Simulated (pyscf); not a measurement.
Thermochemistry of product channels of `[PH]=[GaH]` + `[SiH2]` [singlet] on the singlet surface, in kcal/mol, from CCSD(T)/def2-TZVPP + ΔMP2(QZVPP) energies (ideal gas, 1 atm, RRHO with modes under 100 cm⁻¹ raised to 100, one conformer, R ln 2 for chiral ones without a mode under 150 cm⁻¹). Structures and frequencies: ωB97X-D3(BJ)/def2-SVP in PySCF. Correlated levels are frozen-core, on RHF or UHF. ΔMP2 is the change of the MP2 total energy from the triple- to the quadruple-zeta basis.

```json
[
 {"products": "`[SiH3][P]=[GaH]`", "ΔE": "-69.9", "ΔH(298 K)": "-66.5", "ΔG(298 K)": "-55.1", "ΔG(600 K)": "-43.7"},
 {"products": "`[SiH3][PH][Ga]` [singlet]", "ΔE": "-79.7", "ΔH(298 K)": "-75.7", "ΔG(298 K)": "-65.2", "ΔG(600 K)": "-54.5"}
]
```

These are energies of the channels, which say nothing of barriers. HP=GaH lies 17.6 kcal/mol over its isomer H₂P–Ga [singlet] (electronic energy, ωB97M-D3(BJ)/def2-TZVP). The CCSD(T) − MP2 part came from Ansatz, without density fitting, on the same reference. The frozen core leaves the outer d or s,p core shells of the metals and heavy elements correlated in the MP2 and CC values, and def2-TZVPP describes them poorly, which can shift differences by a few kcal/mol. Elements up to Kr have no core potential and no relativistic terms here.
